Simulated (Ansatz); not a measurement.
**BNH (quartet): from Hartree-Fock to the top rungs, def2-QZVPP**

One table from this session's results is given with a row withheld; the runs are named, their logs left out.

Program: Ansatz 0.2.0, Gaussian basis. Level of theory: def2-QZVPP, core rule «outside noble gas», up to 2 orbitals frozen. These are calculated values, not measurements.

The runs, in order: UHF; ROHF; CCSD(T) on UHF.

2 further runs of the same task are left out: 2 set aside as unsound or not needed.

## The system

The geometry is a PBE0/def2-TZVP stationary point (not a proven minimum) of the parent state, kept for this charge and spin.

3 atoms, charge 0, spin multiplicity 4.

Atoms are counted from 1 here; the program's logs count them from 0.

Bond lengths: B1–N2 1.306 Å, B1–H3 1.174 Å. Angles: N2–B1–H3 180.0°.

Set-up of the first run:

The input, in.yaml:

```yaml
crystal:
  periodic: [false, false, false]
  atoms:
    - {symbol: B, position_ang: [0.000000, 0.000000, 0.043923]}
    - {symbol: N, position_ang: [0.000000, 0.000000, -1.261739]}
    - {symbol: H, position_ang: [0.000000, 0.000000, 1.217815]}
basis:
  gaussian: {orbitals: "def2-QZVPP.json"}
magnetization: {spin_polarized: true, initial_magnetization: 3}
hamiltonian: {xc: hf}
output: {orbitals: {seedname: orbitals}}
```

On the command line:

```bash
> ansatz run in.yaml --threads 1 --pin off --events-out ev --progress --plain --max-ram 2393MiB
```

Among the steps run: UHF; ROHF; CCSD(T) on UHF.

One table of the session follows, with a row left open; its other results are not shown here.

| method | from UCCSD(T) (kJ/mol) |
| --- | --- |
| ROHF | +663.3 |
| UHF | +637.2 |
| UMP2 | ? |
| UCCSD | +19.2 |
| UCCSD(T) | 0 |

**Question.** Estimate the row for UMP2.

As computed: from UCCSD(T) (kJ/mol): +89.7. In the column «from UCCSD(T) (kJ/mol)» it lies between UCCSD (+19.2) and UHF (+637.2).
